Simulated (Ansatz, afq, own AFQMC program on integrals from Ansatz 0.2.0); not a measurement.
Two steps: Ansatz 0.2.0 writes the Fock matrix and Cholesky factors of the valence space, and afq projects on them the lowest state that overlaps trial and start.

```yaml
crystal:
  periodic: [false, false, false]
  atoms:
    - {symbol: B, position_ang: [0.000000, -0.418226, 0.702574]}
    - {symbol: N, position_ang: [0.000000, 0.185836, -0.533342]}
    - {symbol: H, position_ang: [0.000000, 0.791690, 0.817953]}
    - {symbol: H, position_ang: [0.000000, 1.111693, -0.942135]}
basis:
  gaussian: {orbitals: cc-pVDZ}
magnetization: {spin_polarized: true, initial_magnetization: 2}
correlation: {method: ccsd_t, electrons: outside_noble_gas, hamiltonian_folder: ham}
```

```sh
$ ansatz run in.yaml --threads 1 --pin off --events-out ev --progress --plain --max-ram 1382MiB
```

afq runs on the folder ham with

```
--method phaseless --trial cisd --walkers 60 --populations 1 --least-time 40 --time-step 0.005 --steps-per-block 50 --equilibration-blocks 28 --max-blocks 300 --target-error 0.00038 --factor-cut 1e-05 --start spin_pure --seed 8111 --release-times 0.24,0.51,0.99,1.62,2.4 --release-step 0.03 --release-every 4 --taylor-order 6
```

Times are imaginary, in 1/Eh. The walk had a cap of 1086 s.

```
orbitals 36  electrons 6 4  factors 287 of 357
reference energy -80.13074686 Eh
CCSD correlation -0.24353787 Eh in 12 cycles, weight of the determinant in the CISD state 0.8853
energy of the start -80.373806 Eh
 block  time / (1/Eh)  mean weight  energy / Eh
     1     0.250  0.9995  -80.372599
     2     0.500  0.9984  -80.376655
     3     0.750  1.0032  -80.376415
     4     1.000  1.0001  -80.391414
     5     1.250  1.0010  -80.391007
     9     2.250  1.0001  -80.381784
    33     8.250  0.9999  -80.384621
    65    16.250  0.9995  -80.383096
    81    20.250  0.9975  -80.373911
    97    24.250  0.9994  -80.383745
   129    32.250  1.0014  -80.379407
   137    34.250  1.0009  -80.394575
   161    40.250  1.0006  -80.375153
   193    48.250  1.0006  -80.377274
   225    56.250  0.9996  -80.383661
   257    64.250  0.9967  -80.377428
   289    72.250  1.0021  -80.392450
   321    80.250  0.9993  -80.378784
blocks merged  error / Eh  count
     1  0.000299  300
     2  0.000347  150
     4  0.000373  75
     8  0.000387  37
    16  0.000418  18
    32  0.000316  9
released: time / (1/Eh)  energy / Eh  error  mean overlap
  0.24  -80.383855  0.000683  0.9989
  0.51  -80.384577  0.000552  1.0009
  0.99  -80.385294  0.000517  0.9926
  1.62  -80.385497  0.000552  0.9629
  2.40  -80.385266  0.000661  0.9578
energy -80.384078 +/- 0.000418 Eh
(rows thinned)
```

(1) Estimate how long the walk took on 1 thread of Intel(R) Xeon(R) Platinum 8375C CPU @ 2.90GHz (Ice Lake) (shared host).

The run passed its tests (sampling time, drift between the halves within three errors, error under three times the target), which doesn't prove that it has relaxed.

Against this walk (error 11.4 meV) on the same determinant: CCSD(T) 27.8 meV higher, CCSDT(Q) 24.9 meV lower. The error is statistical and leaves out the bias of the constraint. Released to 2.40 1/Eh the energy moves by -32 ± 21 meV (both errors), within twice the noise.

Cautions: constraint bias not in the error; error above the target (11.4 against 10.3 meV); lower spins were not checked.

## Answers

(1) 5.9 min of wall time.

CCSDT and higher add their correlation energy to the determinant of the CCSD(T) run, since their own runs factorise the integrals more tightly (a shift of under 2 meV). A walk keeps the symmetry of its determinant, which the program's search chose and which needn't be the lowest solution, so a lower state of the same spin and another symmetry isn't excluded.
